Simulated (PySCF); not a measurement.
# B2PLYP/STO-6G run of C2Si

What is the vertical singlet–triplet gap of C2Si at B2PLYP/STO-6G? 

Program for the calculation: PySCF 2.14.0.

29 further runs of the same task are left out: 10 that didn't finish, 19 set aside as unsound or not needed.

## Step 1: The system as given

C2Si: 3 atoms, total charge 0, spin state singlet. Geometry: relaxed at GFN2-xTB.

Bond lengths: C1–C2 1.259 Å, C2–Si3 1.781 Å. Angles: C1–C2–Si3 180.0°.

## Step 2: The energy at B2PLYP/STO-6G

The input, run.py:

```python
from pyscf import gto, dft, mp

system = gto.M(
    atom='''
C     -2.101054     1.393692    -0.987892
C     -0.255434     0.168601    -0.120187
Si     2.356488    -1.562312     1.108079
''',
    basis='sto-6g',
    unit='bohr',
    charge=0,
    max_memory=1860,
    verbose=3,
)

myscf = dft.RKS(system)
myscf.xc = '0.53*HF + 0.47*B88, 0.73*LYP'
myscf.conv_tol = 1e-10
myscf.grids.level = 5
myscf.kernel()
if not myscf.converged:
    myscf = myscf.newton().run(myscf.mo_coeff, myscf.mo_occ)

pt = mp.MP2(myscf, frozen=7).run()
etot = myscf.e_tot + 0.27 * pt.e_corr
print('PT2 part  %.8f' % (0.27 * pt.e_corr))
print('E(%s) = %.9f' % ('B2PLYP', etot))
```

Command:

```bash
$ OMP_NUM_THREADS=1 python run.py
```

Log:

```text
converged SCF energy = -363.904042344122
E(RMP2) = -364.156352524843  E_corr = -0.252310180720766
E(SCS-RMP2) = -364.152543948884  E_corr = -0.248501604761775
PT2 part  -0.06812375
E(B2PLYP) = -363.972166093
```

Wall time 2.4 s (1 thread of Arm Neoverse V2, shared host); peak memory 0.19 GiB.

## Step 3: The triplet, same level

The input, input.py:

```python
from pyscf import gto, dft, mp

mol = gto.M(
    atom='''
C     -1.111830     0.737510    -0.522770
C     -0.135170     0.089220    -0.063600
Si     1.247000    -0.826740     0.586370
''',
    charge=0,
    basis='sto-6g',
    max_memory=1860,
    spin=2,
    verbose=4,
)

ks = dft.UKS(mol)
ks.xc = '0.53*HF + 0.47*B88, 0.73*LYP'
ks.conv_tol = 1e-10
ks.grids.level = 5
ks.kernel()
if not ks.converged:
    ks = ks.newton().run(ks.mo_coeff, ks.mo_occ)

pt = mp.MP2(ks, frozen=7).run()
e_tot = ks.e_tot + 0.27 * pt.e_corr
print('PT2 part  %.8f' % (0.27 * pt.e_corr))
print(f'total energy: {e_tot:.8f} hartree')
```

Command:

```bash
$ OMP_NUM_THREADS=1 python input.py
```

Log:

```text
PySCF version 2.14.0

[INPUT] num. atoms = 3
[INPUT] num. electrons = 26
[INPUT] charge = 0
[INPUT] spin (= nelec alpha-beta = 2S) = 2
[INPUT] symmetry False subgroup None
[INPUT] Mole.unit = angstrom
[INPUT] Symbol           X                Y                Z      unit          X                Y                Z       unit  Magmom
[INPUT]  1 C     -1.111830000000   0.737510000000  -0.522770000000 AA   -2.101054197075   1.393691914128  -0.987892126139 Bohr   0.0
[INPUT]  2 C     -0.135170000000   0.089220000000  -0.063600000000 AA   -0.255434280257   0.168601364834  -0.120186581522 Bohr   0.0
[INPUT]  3 Si     1.247000000000  -0.826740000000   0.586370000000 AA    2.356488477333  -1.562312176223   1.108078707661 Bohr   0.0

nuclear repulsion = 54.7130620891418
number of shells = 11
number of NR pGTOs = 114
number of NR cGTOs = 19
basis = sto-6g
ecp = {}

******** <class 'pyscf.dft.uks.UKS'> ********
method = UKS
initial guess = minao
damping factor = 0
level_shift factor = 0
DIIS = <class 'pyscf.scf.diis.CDIIS'>
diis_start_cycle = 1
diis_space = 8
diis_damp = 0
SCF conv_tol = 1e-10
SCF conv_tol_grad = None
SCF max_cycles = 50
direct_scf = True
direct_scf_tol = 1e-13
number electrons alpha = 14  beta = 12
XC library pyscf.dft.libxc version 7.0.0
    S. Lehtola, C. Steigemann, M. J.T. Oliveira, and M. A.L. Marques.,  SoftwareX 7, 1–5 (2018)
XC functionals = 0.53*HF + 0.47*B88, 0.73*LYP
    A. D. Becke.,  Phys. Rev. A 38, 3098 (1988)
    C. Lee, W. Yang, and R. G. Parr.,  Phys. Rev. B 37, 785 (1988)
    B. Miehlich, A. Savin, H. Stoll, and H. Preuss.,  Chem. Phys. Lett. 157, 200 (1989)
radial grids:
    Treutler-Ahlrichs [JCP 102, 346 (1995); DOI:10.1063/1.469408] (M4) radial grids

becke partition: Becke, JCP 88, 2547 (1988); DOI:10.1063/1.454033
pruning grids: <function nwchem_prune>
grids dens level: 5
symmetrized grids: False
atomic radii adjust function: <function treutler_atomic_radii_adjust>
small_rho_cutoff = 0
Set gradient conv threshold to 1e-05
tot grids = 129512
init E= -363.961449772651

[... the frontier-level lines of each cycle are left out ...]



cycle= 1 E= -363.755159135937  delta_E= 0.206  |g|= 0.249  |ddm|= 2.11
cycle= 2 E= -363.631154534655  delta_E= 0.124  |g|= 0.479  |ddm|= 1.25
cycle= 3 E= -363.838974245214  delta_E= -0.208  |g|= 0.0721  |ddm|= 0.687
cycle= 4 E= -363.845750959112  delta_E= -0.00678  |g|= 0.0902  |ddm|= 0.243
cycle= 5 E= -363.85390154505  delta_E= -0.00815  |g|= 0.0307  |ddm|= 0.141
cycle= 6 E= -363.859190478347  delta_E= -0.00529  |g|= 0.0177  |ddm|= 0.266
cycle= 7 E= -363.8600830164  delta_E= -0.000893  |g|= 0.0115  |ddm|= 0.0623
cycle= 8 E= -363.860981170745  delta_E= -0.000898  |g|= 0.00829  |ddm|= 0.132
cycle= 9 E= -363.861130464868  delta_E= -0.000149  |g|= 0.00331  |ddm|= 0.0534
cycle= 10 E= -363.861166438266  delta_E= -3.6e-05  |g|= 0.000444  |ddm|= 0.0258
cycle= 11 E= -363.861167064034  delta_E= -6.26e-07  |g|= 0.000181  |ddm|= 0.00277
cycle= 12 E= -363.861167261367  delta_E= -1.97e-07  |g|= 6.39e-05  |ddm|= 0.00199
cycle= 13 E= -363.861167276445  delta_E= -1.51e-08  |g|= 2.07e-05  |ddm|= 0.000559
cycle= 14 E= -363.861167277904  delta_E= -1.46e-09  |g|= 5e-06  |ddm|= 0.000127
cycle= 15 E= -363.861167277993  delta_E= -8.88e-11  |g|= 8.98e-07  |ddm|= 4e-05
Extra cycle  E= -363.861167277994  delta_E= -1.36e-12  |g|= 7.39e-07  |ddm|= 3.05e-06
converged SCF energy = -363.861167277994  <S^2> = 2.1996144  2S+1 = 3.1302488

******** <class 'pyscf.mp.ump2.UMP2'> ********
nocc = (np.int64(7), np.int64(5)), nmo = (12, 12)
frozen orbitals 7
E(UMP2) = -364.052107589933  E_corr = -0.190940311938457
E(SCS-UMP2) = -364.049450485074  E_corr = -0.188283207079786
E_corr(same-spin) = -0.0471290391304184
E_corr(oppo-spin) = -0.143811272808038
PT2 part  -0.05155388
total energy: -363.91272116 hartree
```

Run time: 4.5 s. Hardware: 1 thread of Arm Neoverse V2, shared host; peak memory 0.2 GiB.

## Step 4: Results

Level: B2PLYP/STO-6G, 7 core orbitals frozen.

| quantity | value |
| --- | --- |
| singlet: total energy | -363.97217 Eh |
| singlet: dipole moment (SCF part) | 5.18 D |
| singlet: HOMO energy (SCF part's orbitals) | -4.91 eV |
| singlet: LUMO energy (SCF part's orbitals) | 1.78 eV |
| singlet: HOMO–LUMO gap (SCF part's orbitals) | 6.68 eV |
| triplet: total energy | -363.91272 Eh |
| triplet: dipole moment (SCF part) | 0.93 D |
| triplet: HOMO energy (SCF part's orbitals) (highest over α and β) | -2.72 eV |
| triplet: LUMO energy (SCF part's orbitals) (lowest over α and β) | 1.35 eV |
| triplet: ⟨S²⟩ | 2.200 |
| vertical energy of the triplet above the singlet | 1.618 eV |

At this shape the triplet lies 1.62 eV (156 kJ/mol) above the singlet. In a minimal basis such a difference can be off by several eV, whatever the method. Mulliken charges (singlet) run from -0.48 on C2 to +0.58 on Si3. ⟨S²⟩ (triplet) is 2.20 where a pure triplet has 2.00: the reference is spin-contaminated.
